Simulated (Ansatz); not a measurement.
CN⁺, singlet: the ladder up to full CI

Geometry: that of the CN, doublet, kept fixed.

```yaml
atoms:
  - { symbol: N, position_ang: [0.0000, 0.0000, 0.0000] }
  - { symbol: C, position_ang: [0.0000, 0.0000, 1.1601] }
```

Basis 6-31G; Ansatz 0.2.0. Only valence electrons are correlated (noble-gas cores frozen), which leaves 8 electrons in 16 orbitals. R marks a restricted (for open shells ROHF) determinant, U an unrestricted one. Active spaces: valence = (8e, 8o) chosen from the atoms' valence shells.

Full CI is exact within this basis and frozen core; it isn't the basis-set limit. The frozen core follows each run's orbitals, which can shift R against U totals by a few meV.

Unrestricted rows (U) aren't spin-pure: their determinants' ⟨S²⟩ exceeds S(S+1) by up to 1.67, so they mix in states of higher spin.

The UHF ⟨S²⟩ is 1.674 and the T1 diagnostic (RCCSD) is 0.0912. The largest doubles amplitude (RCCSD) is 0.375.

| level | E − E(full CI) (meV) | share of correlation (%) | wall time |
| --- | --- | --- | --- |
| RHF | 8849 | 0.00 | – |
| UHF | 4849 | 45.20 | – |
| RMP2 | 719 | 91.88 | – |
| UMP2 | 1985 | 77.57 | – |
| CISD | 1830 | 79.32 | 0.39 s |
| RCCSD* | 716 | 91.91 | – |
| UCCSD* | 574 | 93.51 | – |
| RCCSD(T)* | -228 | 102.58 | 0.63 s |
| UCCSD(T)* | 420 | 95.25 | 1.2 s |
| BCCD(T) | -71 | 100.80 | 0.72 s |
| RCCSDT | 37 | 99.58 | – |
| UCCSDT* | 224 | 97.47 | – |
| CISDTQ | 194 | 97.81 | 1.2 s |
| RCCSDT(Q) | -31 | 100.35 | 0.9 s |
| UCCSDT(Q)* | 113 | 98.72 | 4 s |
| RCCSDTQ | 16 | 99.82 | 3.8 s |
| UCCSDTQ* | 40 | 99.54 | 30 s |
| CASSCF (valence space) | 971 | 89.03 | – |
| NEVPT2 (valence space) | 253 | 97.14 | 2 s |
| MRCISD (valence space) | 20 | 99.77 | – |
| MRCISD+Q (valence space) | 6 | 99.93 | 2.7 s |

An asterisk marks runs whose energy the program itself flagged as in doubt.

The correlation energy at full CI, counted from RHF, is -8.849 eV. That run took 5.5 s on 1 thread of Arm Neoverse V1, shared host over 828,944 determinants.

Times hold each run's SCF and search for its determinant on a shared host, so for small cases they say little of a method's own cost; they ran on 1 thread of Arm Neoverse V1.

Not variational, and here over 5 meV under the exact energy: RCCSD(T), BCCD(T), RCCSDT(Q).

The full-CI state has the irrep A1 of C2v, in the program's axes (one component, if the state is degenerate).

Natural occupations of full CI about the gap: 1.981 1.875 1.875 1.578 0.413 0.121 0.121 0.014 0.005 0.005; effectively unpaired electrons, Σ n²(2−n)², 1.09. No single determinant describes this state well, so single-reference rows can miss without a flag.
